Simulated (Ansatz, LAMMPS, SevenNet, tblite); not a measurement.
**Zinc-blende CdSe, cohesive energy**

Reference value: 2.46 eV/atom (measured, temperature not stated, not corrected to a static lattice; as tabulated in Verma et al. (2010), arXiv:1001.1248).

```json
[
 {"level (code)": "Stillinger–Weber CdTeZnSeHgS0.sw (LAMMPS)", "value (eV/atom)": "2.52", "cell (Å³/atom)": "27.68", "difference (eV/atom)": "+0.06"},
 {"level (code)": "IPEA1-xTB (tblite)", "value (eV/atom)": "4.47", "cell (Å³/atom)": "26.62", "difference (eV/atom)": "+2.01"},
 {"level (code)": "SevenNet-l3i5 (SevenNet)", "value (eV/atom)": "2.33", "cell (Å³/atom)": "29.94", "difference (eV/atom)": "-0.13"},
 {"level (code)": "LDA (Ansatz)", "value (eV/atom)": "3.07", "cell (Å³/atom)": "27.10", "difference (eV/atom)": "+0.61"},
 {"level (code)": "PBE (Ansatz)", "value (eV/atom)": "2.32", "cell (Å³/atom)": "29.73", "difference (eV/atom)": "-0.14"},
 {"level (code)": "r²SCAN (Ansatz)", "value (eV/atom)": "2.56", "cell (Å³/atom)": "28.84", "difference (eV/atom)": "+0.10"},
 {"level (code)": "HSE06 (Ansatz)", "value (eV/atom)": "2.39", "cell (Å³/atom)": "28.99", "difference (eV/atom)": "-0.07"}
]
```

Leaving aside Stillinger–Weber CdTeZnSeHgS0.sw, IPEA1-xTB, SevenNet-l3i5, which can be fitted to such values or carry a doubt: The reference's temperature isn't stated, so close values are not ranked against it. Off by more than 0.25 eV/atom (a bound picked here): LDA (+0.61 eV/atom).

The measured value isn't corrected to a static lattice, so vibrations enter the comparison.  Stillinger–Weber CdTeZnSeHgS0.sw: the potential file covers more elements than this solid holds. IPEA1-xTB: the free atoms are run in the same model without spin. IPEA1-xTB: this parameter set was refitted to ionisation energies, not structures. IPEA1-xTB: the run uses a supercell at the zone centre in place of a k mesh. SevenNet-l3i5: free atoms can lie outside what these potentials were trained on. Each level is taken at its own relaxed cell. Cutoffs and k meshes differ between the levels. Ansatz's density-functional and Hartree–Fock values are scalar-relativistic unless marked +SOC, with PAW data made under PBE.

Empirical potentials (Stillinger–Weber CdTeZnSeHgS0.sw) are fitted to chosen data, which need not cover the solid at hand: agreement can be built in, and what lay outside the fit can be far off. Machine-learned potentials (SevenNet-l3i5) are trained on DFT data, which may include these solids.

Differences are worked out from the printed values.

Ansatz is a first-principles code.
